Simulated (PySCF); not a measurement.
Lewis adducts of In(F)3. All species are isolated molecules in the gas phase. One relaxed conformer stands for each flexible species; it need not be the lowest. Strings in code marks are SMILES.

These are PBE0-D4/def2-TZVP // PBE0-D4/def2-SVP run with PySCF values and carry that method's errors. All candidates: neutral, multiplicity 1. Delta-SCF ions had no search for a lower state. Excitations are Tamm–Dancoff values on a coarser integration grid. The basis has no diffuse functions, so Rydberg states are missing or too high.

```
Quantity                                  Result
--------------------------------------  --------
S1 excitation (TDA)                      7.21 eV
HOMO                                    -7.88 eV
vertical ionisation energy (Delta-SCF)  10.78 eV
```

Q: Which member has these values?
(A) `CC#N`
(B) `[F][In]([F])[F]`
(C) `CN(C)C`
(D) `CO`

A: D, `CO`. The others give `CC#N`: 7.77 eV, -9.43 eV, 12.15 eV; `CN(C)C`: 5.98 eV, -6.08 eV, 8.22 eV; `[F][In]([F])[F]`: 5.99 eV, -11.15 eV, 13.53 eV
